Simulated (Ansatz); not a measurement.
**C2H4F+ (SMILES C[CH+]F): one structure at several levels**

An exercise on one series of results from a longer session: the logs are not shown, and one member is left open.

The runs use Ansatz 0.2.0, Gaussian basis; single points in def2-TZVPP.

Cores are frozen in the correlated methods.

### Starting geometry

SMILES `C[CH+]F`, 7 atoms, charge 1, spin multiplicity 1.

Atoms are counted from 1 here; the program's logs count them from 0.

Bond lengths: C1–C2 1.391 Å, C1–H4 1.068 Å, C1–H5 1.053 Å, C1–H6 1.110 Å, C2–F3 1.161 Å, C2–H7 1.138 Å. Angles: C2–C1–H4 112.1°, C2–C1–H5 117.1°, C2–C1–H6 104.6°, H4–C1–H5 119.6°, H4–C1–H6 96.2°, H5–C1–H6 102.7°, C1–C2–F3 124.3°, C1–C2–H7 129.2°, F3–C2–H7 106.2°.

As a file:

| atom | x (Å) | y (Å) | z (Å) |
| --- | --- | --- | --- |
| C1 | -0.3783 | 0.4787 | -0.2370 |
| C2 | 0.4808 | -0.5077 | 0.2350 |
| F3 | 1.5231 | -0.7394 | -0.2206 |
| H4 | -0.7843 | 1.0711 | 0.5539 |
| H5 | -0.1296 | 0.9339 | -1.1538 |
| H6 | -1.3182 | -0.0599 | -0.4782 |
| H7 | 0.3896 | -1.1564 | 1.1654 |

Set-up of the first run:

File run/in.yaml:

```yaml
crystal:
  periodic: [false, false, false]
  atoms:
    - {symbol: C, position_ang: [-0.378300, 0.478700, -0.237000]}
    - {symbol: C, position_ang: [0.480800, -0.507700, 0.235000]}
    - {symbol: F, position_ang: [1.523100, -0.739400, -0.220600]}
    - {symbol: H, position_ang: [-0.784300, 1.071100, 0.553900]}
    - {symbol: H, position_ang: [-0.129600, 0.933900, -1.153800]}
    - {symbol: H, position_ang: [-1.318200, -0.059900, -0.478200]}
    - {symbol: H, position_ang: [0.389600, -1.156400, 1.165400]}
basis:
  gaussian: {orbitals: def2-TZVPP}
total_charge: 1
correlation: {method: ccsd_t}
output: {forces: true}
```

No record of the launch command was kept for these runs.

Steps of the session up to this table: CCSD(T)/def2-TZVPP; PBE0-D4/def2-TZVPP; wB97M-V/def2-TZVPP; r2SCAN-D4/def2-TZVPP; PBE-D4/def2-TZVPP; SPW92/def2-TZVPP; revPBE-D4/def2-TZVPP.

One table of the session follows, with a row left open; its other results are not shown here.

```
   method  RMS force component (eV/Å)  angle to CCSD(T) forces (°)
  CCSD(T)                       2.543                    reference
  PBE0-D4                       2.425                          4.1
  wB97M-V                           ?                            ?
r2SCAN-D4                       2.539                          4.9
   PBE-D4                       2.680                          7.3
    SPW92                       2.431                         12.2
revPBE-D4                       2.757                          6.5
```

Q: Estimate the row for wB97M-V from the others.

As computed: RMS force component (eV/Å): 2.509; angle to CCSD(T) forces (°): 2.5. In the column «RMS force component (eV/Å)» it lies between SPW92 (2.431) and r2SCAN-D4 (2.539).
